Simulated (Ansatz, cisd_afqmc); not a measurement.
Species: PH3, charge 0, singlet. PH3 (phosphane, SMILES P).
B3LYP-D3(BJ)/def2-TZVP minimum from Ansatz (an electronic-structure program):
```xyz
4

P      0.0029     0.0016     0.1282
H     -0.0038     1.1839    -0.6561
H      1.0120    -0.6137    -0.6568
H     -1.0521    -0.5944    -0.6098
```
Charge 0, spin multiplicity 1.

Total energies in cc-pV(T+d)Z, 8 correlated electrons, 5 frozen orbitals. UHF or UKS for unpaired electrons; spin-orbit terms are left out. Correlated methods leave the cores frozen. No relativity. AFQMC is phaseless with a CISD trial state; ± is one standard error, without the phaseless bias. Outlying blocks are dropped, and bars are widened where a walk drifts. Over all cases where full CI ran beside it in this data, AFQMC minus full CI had a median of +0.1 mEh and passed +0.4 mEh in a tenth of the cases.

| method | program | energy (Eh) | minus CCSDT(Q) (mEh) |
|---|---|---|---|
| HF | Ansatz | -342.48995 | 206.35 |
| MP2 | Ansatz | -342.66000 | 36.30 |
| CCSD | Ansatz | -342.68849 | 7.81 |
| CCSD(T) | Ansatz | -342.69519 | 1.11 |
| CCSDT(Q) | Ansatz | -342.69631 | 0.00 |
| AFQMC/CISD | cisd_afqmc | -342.6963 ± 0.0002 | 0.0 ± 0.2 |

Rough core times of Ansatz's runs on a shared machine: CCSD(T) under 20 s, CCSDT(Q) 40 s.
